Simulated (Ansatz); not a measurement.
Geometry optimisation, Ansatz, UHF/def2-SVP.

The input (input.yaml):

```yaml
crystal:
  periodic: [false, false, false]
  atoms:
    - { symbol: B, position_ang: [-0.3229, 0.9649, -0.8466] }
    - { symbol: "N", position_ang: [0.8227, 0.2803, -0.2498] }
    - { symbol: C, position_ang: [0.3293, -0.7714, 0.6318] }
    - { symbol: H, position_ang: [-1.0615, 0.4372, -1.5496] }
    - { symbol: H, position_ang: [-0.5129, 2.1599, -0.6896] }
    - { symbol: H, position_ang: [1.17523, -1.36113, 1.04399] }
    - { symbol: H, position_ang: [-0.28901, -1.49423, -0.03888] }
    - { symbol: H, position_ang: [-0.33372, -0.37589, 1.36049] }
magnetization:
  spin_polarized: true
  initial_magnetization: 1
basis:
  gaussian: { orbitals: def2-SVP }
hamiltonian:
  xc: hf
relax:
  f_tol: 0.015
  max_steps: 40
```

Run as:

```bash
$ ansatz run input.yaml --threads 1 --pin off --max-ram 2048MiB --backend cpu --events-out ev --progress --plain --runs-dir out
```

**Question.** Where does it end, and by what steps?

**Answer.** The forces met the threshold. The force dipped under the threshold on the way, but the program's further checks kept it going. After 10 steps the energy has fallen by 0.625 eV; N2 moved furthest, 0.82 Å.

```csv
step,energy less start (eV),largest force component (eV/Å),accepted
0,0.0000,2.385,yes
1,-0.2924,1.491,yes
2,-0.4131,1.031,yes
3,-0.5259,0.778,yes
4,-0.5770,0.451,yes
5,-0.6123,0.439,yes
6,-0.6215,0.184,yes
7,-0.6245,0.046,yes
8,-0.6248,0.013,yes
9,-0.6246,0.074,no
10,-0.6249,0.008,yes
```

```xyz
8
Properties=species:S:1:pos:R:3
B -0.382 1.127 -0.986
N 0.047 0.297 0.000
C 0.282 -0.884 0.732
H -0.976 0.648 -1.922
H -0.168 2.308 -0.913
H 1.349 -1.088 0.844
H -0.164 -1.722 0.186
H -0.179 -0.846 1.721
```

Whether the end is a true minimum wasn't checked by a vibrational analysis.

Time of the run: 12 s on 1 thread of Arm Neoverse V1, with other jobs on the host, peak memory 0.12 GiB.
